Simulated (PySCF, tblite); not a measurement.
**C₄H₅Cl₂ radical: geometry, infrared bands and EPR parameters**

Aim: predict the infrared bands and EPR parameters of C₄H₅Cl₂ radical (`[CH2]/C(=C\Cl)CCl`).

The runs use tblite 0.8.0 and PySCF 2.14.0, with density-fitted response routines of our own; the level of theory stands in each step. All values are computed, except where a source is named. Atoms are numbered from 0 throughout.

## 1. Starting geometry

11 atoms, charge 0, multiplicity 2; geometry from: force field or distance geometry start.

Bonds of the start (Å): C0–C1 1.50, C1–C2 1.34, C2–Cl3 1.74, C1–C4 1.50, C4–Cl5 1.76, C0–H6 1.12, C0–H7 1.09, C2–H8 1.09, C4–H9 1.11, C4–H10 1.12.

## 2. Geometry optimisation with GFN2-xTB

The job: settings as JSON, then the geometry in Å.

```
{"job": {"kind": "relax", "xc": "GFN2-xTB", "basis": "xTB"}, "charge": 0, "multiplicity": 2}
C      0.742000    -1.329900    -0.068100
C      0.153900     0.049200    -0.151400
C      0.938700     1.134100    -0.271500
Cl     2.668100     0.997700    -0.376200
C     -1.336900     0.164900    -0.054100
Cl    -1.948000    -0.489400     1.460300
H      0.052600    -1.985200     0.522500
H      1.736900    -1.379100     0.371600
H      0.461100     2.112500    -0.323000
H     -1.695000     1.193100    -0.255800
H     -1.767900    -0.465300    -0.880200
```

Run with:

```sh
$ OMP_NUM_THREADS=1 python probes_run.py task.json out
```

One launch serves the whole session: the jobs run in the order shown.

**Question.** This job is followed by: GFN2-xTB harmonic vibrations, gas phase; UKS B3LYP, pcH-1 on C Cl H, non-relativistic, mean-field spin-orbit, GIAO. What will the session give for the following? strongest single infrared mode (GFN2-xTB); zero-point energy (GFN2-xTB); g(iso) (B3LYP); ⟨S²⟩; largest a(iso) (averaged by class); potential on the surface of density 0.002 e/bohr³, 1st and 99th percentile.

The runs gave:

| quantity | value |
| --- | --- |
| strongest single infrared mode (GFN2-xTB) | 3168 cm⁻¹, 25 km/mol |
| zero-point energy (GFN2-xTB) | 47.0 kcal/mol |
| g(iso) (B3LYP) | 2.00494 |
| ⟨S²⟩ | 0.777 (exact 0.75) |
| largest a(iso) (averaged by class) | 13C on C2, 69.8 MHz |
| potential on the surface of density 0.002 e/bohr³, 1st and 99th percentile | -0.73 V and 1.26 V |

**Reading.** The optimisation took 75 steps and gained 0.840 eV; among the close pairs (by a distance rule), C0–C1 changed most, from 1.502 to 1.366 Å. All 27 modes are real, so the xTB geometry is a minimum. The strongest single mode, at 3168 cm⁻¹, moves mainly H6 and H7. GFN2-xTB is a fitted tight-binding method: band positions and strengths are rough. Its intensities can rank the bands wrongly. The largest spin populations lie on C2 (0.65 e), C0 (0.61 e). The isotropic g lies 2.6 ppt above the free-electron value. The conformer search found further structures of the same energy, which may be mirror or relabelled copies of this one.
